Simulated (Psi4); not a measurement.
# DLPNO-CCSD/pcseg-0 (density fitting, density fitting for correlation, pno convergence tight) run of CH3AlN− ([Al(CN)H3]-)

What is the energy change on altering one bond length of CH3AlN− ([Al(CN)H3]-) at DLPNO-CCSD/pcseg-0 (density fitting, density fitting for correlation, pno convergence tight)? 

Program for the calculation: Psi4 1.11.

1 further run of the same task is left out (it didn't finish).

**1. The molecule**

The species is CH3AlN− (6 atoms), meant as a singlet with charge -1. SMILES: `[H][Al-]([H])([H])[C]#N`. Geometry: a GFN2-xTB relaxation, a rough one for these elements and not checked as a minimum.

Bond lengths: Al1–C2 2.026 Å, C2–N3 1.159 Å, Al1–H4 1.614 Å, Al1–H5 1.616 Å, Al1–H6 1.614 Å. Angles: Al1–C2–N3 178.7°, C2–Al1–H4 107.8°, C2–Al1–H5 108.1°, C2–Al1–H6 107.8°, H4–Al1–H5 111.0°, H4–Al1–H6 111.0°, H5–Al1–H6 111.0°.

**2. The energy at DLPNO-CCSD/pcseg-0 (density fitting, density fitting for correlation, pno convergence tight)**

File ch3aln.in:

```
memory 1600 mb

molecule {
  -1 1
  Al    -0.01311470     0.01494773    -1.17242388
  C      0.00674632    -0.01589260     2.65589668
  N      0.05550126    -0.06366487     4.84480425
  H      2.88608422     0.04270781    -2.11851527
  H     -1.48700659     2.52592132    -2.09228587
  H     -1.44822941    -2.50403829    -2.11749481
  units au
  symmetry c1
}

set {
  basis           pcseg-0
  reference       rhf
  freeze_core     true
  pno_convergence tight
  scf_type        df
}

E, wfn = energy("dlpno-ccsd", return_wfn=True)
```

Command:

```console
$ psi4 -n 1 ch3aln.in ch3aln.out
```

ch3aln.out:

```text
[...]
  Running in c1 symmetry.
[...]
  Nuclear repulsion =   74.064801675765494
[...]
  Multiplicity = 1
[...]
  Nalpha       = 15
  Nbeta        = 15
[...]
    Number of basis functions: 37
[...]
   @DF-RHF iter   1:  -335.39902367280882   -1.28361e+00   6.88957e-03 DIIS/ADIIS
[...]
    Orbital Energies [Eh]
    ---------------------
    Doubly Occupied:
       1A    -58.222058     2A    -15.393216     3A    -11.073641
       4A     -4.620058     5A     -3.018952     6A     -3.018941
       7A     -3.018402     8A     -1.052398     9A     -0.483567
      10A     -0.383890    11A     -0.309444    12A     -0.301983
      13A     -0.301933    14A     -0.227066    15A     -0.226887
[...]
  @DF-RHF Final Energy:  -335.43996903293305
   => Energetics <=
    Nuclear Repulsion Energy =             74.0648016757654943
    One-Electron Energy =                -615.7046685083320199
    Two-Electron Energy =                 206.1998977996334474
    Total Energy =                       -335.4399690329331065
[...]
 Multipole Moments:
 ------------------------------------------------------------------------------------
     Multipole            Electronic (a.u.)      Nuclear  (a.u.)        Total (a.u.)
 ------------------------------------------------------------------------------------
 L = 1.  Multiply by 2.5417464519 to convert [e a0] to [Debye]
 Dipole X            :          0.0232077           -0.0261192           -0.0029115
 Dipole Y            :         -0.0357155            0.0357196            0.0000041
 Dipole Z            :          4.1069604           -3.6686402            0.4383202
 Magnitude           :                                                    0.4383299
[...]
   * WARNING: This answer will likely vary from one obtained by a energy('dlpno-mp2') call
                due to lack of a semi-canonical MP2 prescreening step in DLPNO-MP2, as well
[...]
  @LCCSD iter  11:  -0.265862573570 -8.043e-07  4.778e-07  3.036e-07        0
[...]
```

Wall time 3.9 s (1 thread of Intel Xeon Platinum 8488C (Sapphire Rapids), shared host); peak memory 0.23 GiB.

**3. The distorted shape at the same level**

File run.py:

```python
import psi4

psi4.set_memory('1600 MB')
psi4.set_num_threads(1)
psi4.set_output_file('ch3aln.out', False)

molecule = psi4.geometry("""
-1 1
Al    -0.017259     0.018021    -1.083712
C     -0.006749     0.001701     0.942148
N      0.029370    -0.033690     2.563760
H      1.516931     0.032711    -1.584362
H     -0.797209     1.346771    -1.570482
H     -0.776689    -1.314969    -1.583822
units angstrom
symmetry c1
""")

psi4.set_options(dict(basis='pcseg-0', reference='rhf', freeze_core=True, pno_convergence='tight', scf_type='df'))

e, wfn = psi4.energy("dlpno-ccsd", return_wfn=True)
print(f'dlpno-ccsd energy: {e:.10f} Eh')
```

Command:

```console
$ python run.py
```

ch3aln.out:

```text
[...]
  Running in c1 symmetry.
[...]
  Nuclear repulsion =   66.392622316637372
[...]
  Multiplicity = 1
[...]
  Nalpha       = 15
  Nbeta        = 15
[...]
    Number of basis functions: 37
[...]
   @DF-RHF iter   1:  -335.13767391812746   -1.72137e+00   8.95596e-03 DIIS/ADIIS
[...]
    Orbital Energies [Eh]
    ---------------------
    Doubly Occupied:
       1A    -58.234715     2A    -15.464627     3A    -11.180300
       4A     -4.634004     5A     -3.032557     6A     -3.032551
       7A     -3.032541     8A     -0.848007     9A     -0.555661
      10A     -0.380875    11A     -0.277209    12A     -0.247576
      13A     -0.247389    14A     -0.188868    15A     -0.188365
[...]
  @DF-RHF Final Energy:  -335.20564899794545
   => Energetics <=
    Nuclear Repulsion Energy =             66.3926223166373717
    One-Electron Energy =                -600.1060519996758558
    Two-Electron Energy =                 198.5077806850930244
    Total Energy =                       -335.2056489979454454
[...]
 Multipole Moments:
 ------------------------------------------------------------------------------------
     Multipole            Electronic (a.u.)      Nuclear  (a.u.)        Total (a.u.)
 ------------------------------------------------------------------------------------
 L = 1.  Multiply by 2.5417464519 to convert [e a0] to [Debye]
 Dipole X            :          0.0246765           -0.0310048           -0.0063283
 Dipole Y            :         -0.0363437            0.0405068            0.0041631
 Dipole Z            :          4.0358256           -3.8879909            0.1478347
 Magnitude           :                                                    0.1480286
[...]
   * WARNING: This answer will likely vary from one obtained by a energy('dlpno-mp2') call
                due to lack of a semi-canonical MP2 prescreening step in DLPNO-MP2, as well
[...]
  @LCCSD iter  17:  -0.343910800927 -4.529e-07  1.481e-07  1.036e-07        0
[...]
    WARNING: T1 Diagnostic is greater than 0.02, CCSD results may be unreliable!
[...]
```

On the terminal:

```text
dlpno-ccsd energy: -335.5495762455 Eh
```

Run time: 4.8 s. Hardware: 1 thread of Intel Xeon Platinum 8488C (Sapphire Rapids), shared host; peak memory 0.23 GiB.

**4. Results**

Level: DLPNO-CCSD/pcseg-0 (density fitting, density fitting for correlation, pno convergence tight), 7 core orbitals frozen.

```
                                                              quantity          value
                                             first shape: total energy  -335.70585 Eh
                      first shape: HOMO energy (Hartree–Fock orbitals)       -6.17 eV
                      first shape: LUMO energy (Hartree–Fock orbitals)        8.82 eV
    first shape: HOMO–LUMO gap (to an unbound level, set by the basis)       15.00 eV
              first shape: correlation energy (7 core orbitals frozen)     -265.9 mEh
                                            first shape: T1 diagnostic          0.013
                                         distorted shape: total energy  -335.54958 Eh
                  distorted shape: HOMO energy (Hartree–Fock orbitals)       -5.13 eV
                  distorted shape: LUMO energy (Hartree–Fock orbitals)        6.33 eV
distorted shape: HOMO–LUMO gap (to an unbound level, set by the basis)       11.46 eV
          distorted shape: correlation energy (7 core orbitals frozen)     -343.9 mEh
                                        distorted shape: T1 diagnostic          0.027
     energy change with the C2–N3 bond stretched from 1.159 to 1.622 Å       4.252 eV
```

**Reading.** With the C2–N3 bond stretched from 1.159 to 1.622 Å the energy rises by 4.25 eV (410 kJ/mol). The first shape isn't relaxed at this level, so the change isn't measured from a minimum. The T1 diagnostic (distorted shape) of 0.027 is above the customary mark for such species, so a single reference may not serve.
